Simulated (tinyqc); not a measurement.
Worked calculation (part 2 of 2): CCSD on RHF in the sto-6g basis, for H2O, spin multiplicity 1. Computed by tinyqc, a small Python program that keeps every step (integrals from PySCF). Command: `OMP_NUM_THREADS=1 python tinyqc.py 31920 31921 out.jsonl` (the two numbers bound the seeds that draw the settings). One thread of a shared host (Intel(R) Xeon(R) Processor @ 2.60GHz), about 0.3 s of CPU time with the checks.

Geometry (angstrom):
```
atom         x          y         z
O     0.000000   0.000000  0.000000
H     0.000000   0.887000  0.589000
H     0.000000  -0.887000  0.589000
```

## Integrals over molecular orbitals

coefficients C:
```
              MO1        MO2        MO3        MO4       MO5        MO6        MO7
1O 1s    0.996789  -0.226311   0.000000   0.085133  0.000000   0.110372   0.000000
1O 2s    0.014701   0.876934   0.000000  -0.472415  0.000000  -0.731995   0.000000
1O 2px   0.000000   0.000000   0.000000   0.000000  1.000000   0.000000   0.000000
1O 2py   0.000000   0.000000   0.596463   0.000000  0.000000   0.000000   0.953264
1O 2pz   0.002443   0.089504   0.000000   0.780835  0.000000  -0.695482   0.000000
2H 1s   -0.003052   0.145777   0.446486   0.309414  0.000000   0.739015  -0.750481
3H 1s   -0.003052   0.145777  -0.446486   0.309414  0.000000   0.739015   0.750481
```

core Hamiltonian H = T + V (hartree):
```
             1O 1s      1O 2s     1O 2px     1O 2py     1O 2pz      2H 1s      3H 1s
1O 1s   -32.925112  -7.277062   0.000000   0.000000  -0.014685  -1.372059  -1.372059
1O 2s    -7.277062  -9.144841   0.000000   0.000000  -0.168537  -3.091853  -3.091853
1O 2px    0.000000   0.000000  -7.390461   0.000000   0.000000   0.000000   0.000000
1O 2py    0.000000   0.000000   0.000000  -7.526375   0.000000  -1.856832   1.856832
1O 2pz   -0.014685  -0.168537   0.000000   0.000000  -7.450391  -1.277274  -1.277274
2H 1s    -1.372059  -3.091853   0.000000  -1.856832  -1.277274  -4.650382  -1.046811
3H 1s    -1.372059  -3.091853   0.000000   1.856832  -1.277274  -1.046811  -4.650382
```

Given earlier and not repeated: Two-electron integrals (ij|kl) in chemists' order.

(pq|rs) = sum C_ip C_jq C_kr C_ls (ij|kl), one index at a time.

one-electron integrals over orbitals h = C^T H C (hartree):
```
            1          2          3          4          5          6          7
1  -32.912185   0.576690   0.000000  -0.207990   0.000000  -0.287043   0.000000
2    0.576690  -7.624712   0.000000   0.505698   0.000000   1.287569   0.000000
3    0.000000   0.000000  -6.092381   0.000000   0.000000   0.000000  -1.782676
4   -0.207990   0.505698   0.000000  -6.776365   0.000000   1.210967   0.000000
5    0.000000   0.000000   0.000000   0.000000  -7.390461   0.000000   0.000000
6   -0.287043   1.287569   0.000000   1.210967   0.000000  -5.252739   0.000000
7    0.000000   0.000000  -1.782676   0.000000   0.000000   0.000000  -5.584968
```

Two-electron integrals over orbitals (pq|rs), unique and non-zero (hartree):
```
(11|11) 4.762871    (21|11) -0.436412   (21|21) 0.064505    (22|11) 1.030033
(22|21) -0.015923   (22|22) 0.724327    (31|31) 0.010598    (32|31) 0.016633
(32|32) 0.134689    (33|11) 0.766066    (33|21) -0.004258   (33|22) 0.619891
(33|33) 0.601699    (41|11) 0.168173    (41|21) -0.022882   (41|22) 0.012965
(41|33) 0.005129    (41|41) 0.026602    (42|11) -0.142749   (42|21) 0.008560
(42|22) -0.017905   (42|33) 0.004381    (42|41) 0.019655    (42|42) 0.130466
(43|31) -0.002390   (43|32) 0.027290    (43|43) 0.051623    (44|11) 0.972905
(44|21) -0.011791   (44|22) 0.675207    (44|33) 0.576039    (44|41) -0.010227
(44|42) -0.100610   (44|44) 0.740020    (51|51) 0.026674    (52|51) 0.032969
(52|52) 0.149575    (53|53) 0.026695    (54|51) -0.011741   (54|52) -0.042761
(54|54) 0.050064    (55|11) 1.117093    (55|21) -0.011499   (55|22) 0.754511
(55|33) 0.606271    (55|41) 0.004143    (55|42) -0.074400   (55|44) 0.710577
(55|55) 0.880663    (61|11) 0.225472    (61|21) -0.035297   (61|22) 0.003399
(61|33) -0.000186   (61|41) -0.000919   (61|42) -0.020409   (61|44) 0.016204
(61|55) 0.005488    (61|61) 0.029117    (62|11) -0.290154   (62|21) 0.007468
(62|22) -0.135354   (62|33) -0.065579   (62|41) -0.018447   (62|42) -0.028934
(62|44) -0.077417   (62|55) -0.148771   (62|61) 0.007244    (62|62) 0.095978
(63|31) -0.002432   (63|32) 0.044052    (63|43) 0.036971    (63|63) 0.080384
(64|11) -0.244135   (64|21) 0.002296    (64|22) -0.116397   (64|33) -0.044361
(64|41) -0.002505   (64|42) 0.034608    (64|44) -0.127403   (64|55) -0.135009
(64|61) 0.000134    (64|62) 0.063882    (64|64) 0.082974    (65|51) -0.014293
(65|52) -0.054989   (65|54) -0.003357   (65|65) 0.035237    (66|11) 0.774018
(66|21) -0.007486   (66|22) 0.590063    (66|33) 0.551197    (66|41) 0.018831
(66|42) 0.053404    (66|44) 0.540260    (66|55) 0.572453    (66|61) -0.007739
(66|62) -0.088756   (66|64) -0.047096   (66|66) 0.579371    (71|31) 0.015043
(71|32) 0.022342    (71|43) -0.003522   (71|63) -0.003088   (71|71) 0.021385
(72|31) 0.014616    (72|32) 0.052545    (72|43) -0.028882   (72|63) -0.030697
(72|71) 0.019793    (72|72) 0.067275    (73|11) 0.371353    (73|21) -0.006799
(73|22) 0.161967    (73|33) 0.089752    (73|41) -0.000432   (73|42) -0.072484
(73|44) 0.154797    (73|55) 0.200501    (73|61) 0.005556    (73|62) -0.073235
(73|64) -0.089975   (73|66) 0.040796    (73|73) 0.155155    (74|31) -0.008162
(74|32) -0.071158   (74|43) -0.007267   (74|63) -0.052936   (74|71) -0.011423
(74|72) -0.017743   (74|74) 0.067105    (75|53) 0.023990    (75|75) 0.025481
(76|31) -0.008428   (76|32) -0.093272   (76|43) -0.058399   (76|63) -0.073055
(76|71) -0.011451   (76|72) 0.002690    (76|74) 0.059061    (76|76) 0.118788
(77|11) 0.860450    (77|21) -0.009041   (77|22) 0.616460    (77|33) 0.590187
(77|41) 0.003400    (77|42) -0.020126   (77|44) 0.593599    (77|55) 0.618765
(77|61) 0.004402    (77|62) -0.065866   (77|64) -0.048933   (77|66) 0.552177
(77|73) 0.101585    (77|77) 0.607448
```

## CCSD: starting amplitudes

orbital energies (hartree): MO1 -20.505500, MO2 -1.220336, MO3 -0.577754, MO4 -0.425644, MO5 -0.385901, MO6 0.479555, MO7 0.637554

t_ij^ab = <ij||ab> / (e_i + e_j - e_a - e_b), whose energy is MP2.

Starting amplitudes (spin orbitals 1a, 1b, ...; amplitudes related by a flip of all spins are not repeated; the 24 largest):
```
from      to          t
3a 3b  7a 7b  -0.063834
4a 4b  6a 6b  -0.045832
3a 4b  6b 7a  -0.042431
3a 3b  6a 6b  -0.038013
4a 4b  7a 7b  -0.031558
2a 2b  6a 6b  -0.028231
2a 3b  6a 7b   0.025122
3a 4b  6a 7b   0.024964
2a 4b  6a 6b  -0.024522
5a 5b  6a 6b  -0.020357
2a 2b  7a 7b  -0.018105
3a 4a  6a 7a  -0.017467
2a 3a  6a 7a   0.014592
5a 5b  7a 7b  -0.012448
2a 3b  6b 7a  -0.010530
2a 4b  7a 7b   0.006074
1a 2b  7a 7b  -0.000861
1a 1b  6a 6b  -0.000694
1a 4b  7a 7b   0.000514
1a 1b  7a 7b  -0.000506
1a 3a  6a 7a  -0.000389
1a 2b  6a 6b  -0.000319
1a 3b  6a 7b  -0.000250
1a 3b  6b 7a  -0.000139
```

correlation energy = -0.04442280 hartree

## CCSD: amplitude update 1

t_i^a D_i^a and t_ij^ab D_ij^ab are set to the remaining terms of the spin-orbital equations, evaluated with the old amplitudes; for the doubles these are <ij||ab> + 1/2 <ab||ef> t_ij^ef + 1/2 <mn||ij> t_mn^ab + P(ij)P(ab) <mb||ej> t_im^ae + terms in t^2 + terms with t1, D the orbital-energy denominators.

Amplitudes after update 1 (spin orbitals 1a, 1b, ...; amplitudes related by a flip of all spins are not repeated; the 24 largest):
```
from      to          t
3a 3b  7a 7b  -0.080908
4a 4b  6a 6b  -0.059008
3a 4b  6b 7a  -0.055407
3a 3b  6a 6b  -0.052235
4a 4b  7a 7b  -0.041851
3a 4b  6a 7b   0.038114
2a 4b  6a 6b  -0.034414
2a 3b  6a 7b   0.031633
2a 2b  6a 6b  -0.031559
5a 5b  6a 6b  -0.024979
2a 2b  7a 7b  -0.019915
3a 4a  6a 7a  -0.017293
2a 3b  6b 7a  -0.017253
2a 3a  6a 7a   0.014380
5a 5b  7a 7b  -0.013632
4a        6a   0.009345
2a 4b  7a 7b   0.005483
3a        7a  -0.003074
1a 2b  7a 7b  -0.000812
1a 1b  6a 6b  -0.000592
1a 4b  7a 7b   0.000457
2a        6a   0.000426
1a 1b  7a 7b  -0.000422
1a 3a  6a 7a  -0.000395
```

correlation energy = -0.05691364 hartree

## CCSD: amplitude update 2

As before.

Amplitudes after update 2 (spin orbitals 1a, 1b, ...; amplitudes related by a flip of all spins are not repeated; the 24 largest):
```
from      to          t
3a 3b  7a 7b  -0.086361
4a 4b  6a 6b  -0.065024
3a 4b  6b 7a  -0.060250
3a 3b  6a 6b  -0.057436
4a 4b  7a 7b  -0.046003
3a 4b  6a 7b   0.044665
2a 4b  6a 6b  -0.038057
2a 3b  6a 7b   0.033073
2a 2b  6a 6b  -0.031993
5a 5b  6a 6b  -0.026402
2a 3b  6b 7a  -0.020082
2a 2b  7a 7b  -0.019869
3a 4a  6a 7a  -0.015584
4a        6a   0.015252
5a 5b  7a 7b  -0.013364
2a 3a  6a 7a   0.012991
2a 4b  7a 7b   0.004765
3a        7a  -0.003544
1a 2b  7a 7b  -0.000793
1a 1b  6a 6b  -0.000588
1a 4b  7a 7b   0.000439
1a 1b  7a 7b  -0.000413
1a 3a  6a 7a  -0.000390
1a 2b  6a 6b  -0.000275
```

correlation energy = -0.06116193 hartree

## CCSD: amplitude update 3

As before.

Amplitudes after update 3 (spin orbitals 1a, 1b, ...; amplitudes related by a flip of all spins are not repeated; the 24 largest):
```
from      to          t
3a 3b  7a 7b  -0.088423
4a 4b  6a 6b  -0.068218
3a 4b  6b 7a  -0.062322
3a 3b  6a 6b  -0.059104
3a 4b  6a 7b   0.047845
4a 4b  7a 7b  -0.047804
2a 4b  6a 6b  -0.039504
2a 3b  6a 7b   0.033308
2a 2b  6a 6b  -0.032045
5a 5b  6a 6b  -0.026868
2a 3b  6b 7a  -0.021175
2a 2b  7a 7b  -0.019657
4a        6a   0.018697
3a 4a  6a 7a  -0.014477
5a 5b  7a 7b  -0.013030
2a 3a  6a 7a   0.012133
2a 4b  7a 7b   0.004354
3a        7a  -0.003319
1a 2b  7a 7b  -0.000787
1a 1b  6a 6b  -0.000585
1a 4b  7a 7b   0.000434
1a 1b  7a 7b  -0.000411
1a 3a  6a 7a  -0.000388
2a        6a  -0.000340
```

correlation energy = -0.06281618 hartree

## CCSD: convergence

E_corr = 1/4 sum <ij||ab> t_ij^ab + 1/2 sum <ij||ab> t_i^a t_j^b; stop when the norm of the change is below 1e-8.

Course of the amplitude iterations:
```
update  correlation energy (hartree)  norm of the change
0                        -0.04442280                   -
1                        -0.05691364            8.75e-02
2                        -0.06116193            3.58e-02
3                        -0.06281618            1.63e-02
4                        -0.06351787            7.95e-03
5                        -0.06383268            4.08e-03
6                        -0.06397996            2.17e-03
7                        -0.06405131            1.18e-03
8                        -0.06408695            6.57e-04
9                        -0.06410522            3.68e-04
10                       -0.06411481            2.07e-04
11                       -0.06411993            1.17e-04
12                       -0.06412271            6.64e-05
13                       -0.06412423            3.77e-05
14                       -0.06412508            2.14e-05
15                       -0.06412555            1.22e-05
16                       -0.06412582            6.91e-06
17                       -0.06412596            3.93e-06
18                       -0.06412605            2.23e-06
19                       -0.06412610            1.27e-06
20                       -0.06412612            7.23e-07
21                       -0.06412614            4.11e-07
22                       -0.06412615            2.34e-07
23                       -0.06412615            1.33e-07
24                       -0.06412615            7.58e-08
25                       -0.06412616            4.31e-08
26                       -0.06412616            2.45e-08
27                       -0.06412616            1.40e-08
28                       -0.06412616            7.95e-09
```

Converged amplitudes (spin orbitals 1a, 1b, ...; amplitudes related by a flip of all spins are not repeated; the 24 largest):
```
from      to          t
3a 3b  7a 7b  -0.090157
4a 4b  6a 6b  -0.072213
3a 4b  6b 7a  -0.064230
3a 3b  6a 6b  -0.059155
3a 4b  6a 7b   0.050962
4a 4b  7a 7b  -0.049436
2a 4b  6a 6b  -0.040675
2a 3b  6a 7b   0.033030
2a 2b  6a 6b  -0.032075
5a 5b  6a 6b  -0.026986
4a        6a   0.023480
2a 3b  6b 7a  -0.021784
2a 2b  7a 7b  -0.019252
3a 4a  6a 7a  -0.013268
5a 5b  7a 7b  -0.012553
2a 3a  6a 7a   0.011246
2a 4b  7a 7b   0.003935
3a        7a  -0.002415
2a        6a  -0.001250
1a 2b  7a 7b  -0.000781
1a 1b  6a 6b  -0.000581
1a 4b  7a 7b   0.000431
1a 1b  7a 7b  -0.000409
1a 3a  6a 7a  -0.000387
```

CCSD total energy = -75.72511362 hartree

T1 diagnostic, norm of the one-spin t1 over sqrt(correlated electrons) = 0.007475

Converged in 28 updates.
